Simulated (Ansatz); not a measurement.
# Rock-salt TiN

Calculation: PBEsol in Ansatz (plane waves, PAW).

Numerical settings: plane-wave cutoff 500 eV, 16×16×16 k mesh, Fermi–Dirac smearing 0.05 eV, no spin polarisation, scalar-relativistic PAW data made under PBE.

Cell: relaxed at this level.

* **volume per atom**: 9.29 Å³/atom
* **lattice parameter a**: 4.204 Å

Measured, for comparison: equilibrium volume per atom 9.52 Å³/atom, lattice constant a 4.239 Å (temperature not stated, not corrected to a static lattice; as tabulated in Zhang et al. (2018), doi:10.1088/1367-2630/aac7f0). Computed (rounded) less measured: equilibrium volume per atom -2.4 %, lattice constant a -0.8 %. A static lattice is as a rule a little smaller and stiffer than an uncorrected measurement, which can account for part of this.

Note: the run has no spin polarisation, so it can have missed a magnetic state.

It cost about 18 core-seconds (a rough figure) of CPU time.

Ansatz is a program for electronic structure.
